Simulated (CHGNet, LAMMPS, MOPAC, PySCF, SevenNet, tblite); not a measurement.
**How well does each level of theory give the equilibrium lattice constant a of zinc-blende GaN (metastable phase)?**

Reference value: 4.5 Å (measured, 300 K, no zero-point or thermal correction; as tabulated in Vurgaftman et al. (2001), doi:10.1063/1.1368156).

| level (code) | value (Å) | difference (%) |
|---|---|---|
| Stillinger–Weber GaN.sw (LAMMPS) | 4.512 | +0.27 |
| GFN2-xTB (tblite) | 4.433 | -1.49 |
| PM6 semi-empirical Hartree-Fock (MOPAC) | 4.735 | +5.22 |
| CHGNet-r²SCAN | 4.503 | +0.07 |
| SevenNet-l3i5 | 4.548 | +1.07 |
| PBE (PySCF) | 4.561 ± 0.02 | +1.36 |
| Hartree–Fock (PySCF) | 4.510 ± 0.02 | +0.22 |

The reference is not for a static lattice or low temperature, so close values are not ranked against it. Off by more than 1.25 %, or 1.75 % on the side where a correction would as a rule narrow the miss (bounds picked here): PM6 semi-empirical Hartree-Fock (MOPAC) (+5.22 %), PBE (+1.36 %).

The measured value isn't corrected to a static lattice, so vibrations enter the comparison. A static lattice is as a rule a little smaller than the measured one.  A ± on a computed value is a rough bar: the spread of its extrapolation, a floor set from checks against published values, or a statistical error. GFN2-xTB, PM6 semi-empirical Hartree-Fock (MOPAC): the method was fitted mainly to molecules. GFN2-xTB, PM6 semi-empirical Hartree-Fock (MOPAC): the run uses a supercell at the zone centre in place of a k mesh.

Empirical potentials (Stillinger–Weber GaN.sw) are fitted to chosen data: where that held the value shown, agreement is built in, and what lay outside the fit can be far off. Machine-learned potentials (CHGNet-r²SCAN, SevenNet-l3i5) are trained on DFT data: a solid inside that data is no test of them.

Differences are worked out from the printed values.
